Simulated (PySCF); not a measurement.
Species: C3H5N3.
InChI=1S/C3H5N3/c1-6-2-4-5-3-6/h2-3H,1H3

The closed-shell ground state was solved at several levels (PySCF, density fitting, gas phase, non-relativistic). Isolated species at its PBE0-D3(BJ)/def2-SVP geometry, gas phase.

| level | basis functions | HOMO (eV) | LUMO (eV) | gap (eV) | dipole (D) |
| --- | --- | --- | --- | --- | --- |
| PBE0/cc-pVDZ | 109 | -7.00 | 0.53 | 7.53 | 5.99 |
| PBE0/IGLO-III | 260 | -7.34 | 0.07 | 7.41 | 6.22 |
| PBE0/pcSseg-0 | 64 | -6.89 | 0.18 | 7.07 | 6.95 |
| PBE0/cc-pVTZ | 250 | -7.22 | 0.28 | 7.50 | 6.08 |

Problem. What might PBE0/aug-cc-pVDZ (183 basis functions) give for the same quantities?

Solution. HOMO -7.32 eV, LUMO -0.40 eV, gap 6.92 eV, dipole 6.23 D.

Problem. Over all these levels, which gives the widest orbital gap and which the narrowest?

Solution. PBE0/cc-pVDZ has the widest, 7.53 eV, and PBE0/aug-cc-pVDZ the narrowest, 6.92 eV. From the narrowest to the widest the HOMO moves by +0.32 eV and the LUMO by +0.93 eV.

Problem. How much does the basis alone move the frontier levels among the 5 PBE0 rows (the withheld one included)?

Solution. The HOMO by 0.45 eV and the LUMO by 0.93 eV. By rising basis size (HOMO, LUMO in eV): pcSseg-0 -6.89, 0.18; cc-pVDZ -7.00, 0.53; aug-cc-pVDZ -7.32, -0.40; cc-pVTZ -7.22, 0.28; IGLO-III -7.34, 0.07.

Problem. How far do the dipole and the HOMO energy spread over the levels?

Solution. The dipole runs from 5.99 to 6.95 D (mean 6.30 D) and the HOMO from -7.34 to -6.89 eV.
